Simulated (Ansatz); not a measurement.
```yaml
crystal:
  periodic: [false, false, false]
  atoms:
    - {symbol: N, position_ang: [-1.320114, -0.735915, -0.001881]}
    - {symbol: P, position_ang: [-0.087771, 0.070543, -0.000186]}
    - {symbol: N, position_ang: [1.391128, 0.476984, 0.002135]}
    - {symbol: H, position_ang: [1.710334, 1.430415, 0.002193]}
basis:
  gaussian: {orbitals: def2-TZVP}
hamiltonian: {xc: pbe0}
relax: {f_tol: 0.004, max_steps: 80}
```

```sh
$ ansatz run in.yaml --threads 1 --pin off --events-out ev --progress --plain --max-ram 2176MiB
```

Steps of the relaxation (energy above the last step; positions in Å, forces in eV/Å):

```
4
step 1, 24.6 meV
N    -1.320   -0.736   -0.002   -0.916   -0.408   -0.001
P    -0.088    0.071    0.000    1.389    0.458    0.002
N     1.391    0.477    0.002   -0.444   -0.325   -0.001
H     1.710    1.430    0.002   -0.029    0.276    0.000
```

```
4
step 2, 14.2 meV
N    -1.326   -0.734   -0.002   -0.449   -0.115   -0.001
P    -0.081    0.068    0.000    0.678    0.089    0.001
N     1.394    0.474    0.002   -0.168   -0.059    0.000
H     1.706    1.434    0.002   -0.061    0.085    0.000
```

```
4
step 3, 7.8 meV
N    -1.333   -0.726   -0.002    0.068    0.177    0.000
P    -0.068    0.060    0.000   -0.131   -0.288    0.000
N     1.400    0.470    0.002    0.112    0.149    0.000
H     1.694    1.439    0.002   -0.049   -0.039    0.000
```

```
4
step 5, 0.1 meV
N    -1.346   -0.692   -0.002    0.030    0.014    0.000
P    -0.040    0.018    0.000   -0.053   -0.024    0.000
N     1.420    0.466    0.002    0.005   -0.042    0.000
H     1.659    1.449    0.002    0.018    0.052    0.000
```

```
4
step 6, 0.0 meV
N    -1.345   -0.692   -0.002    0.000    0.000    0.000
P    -0.041    0.019    0.000    0.003    0.001    0.000
N     1.419    0.466    0.002   -0.002    0.001    0.000
H     1.660    1.449    0.002    0.000   -0.002    0.000
```

Close pairs at the end: N3–H4 1.012 Å, N1–P2 1.486 Å, P2–N3 1.527 Å.

A stationary point of restricted PBE0 after 6 steps (its stability towards spin polarisation wasn't tested); no frequencies were run, so it isn't proven a minimum. 17 s on 1 thread of Intel Xeon Platinum 8259CL, shared host.
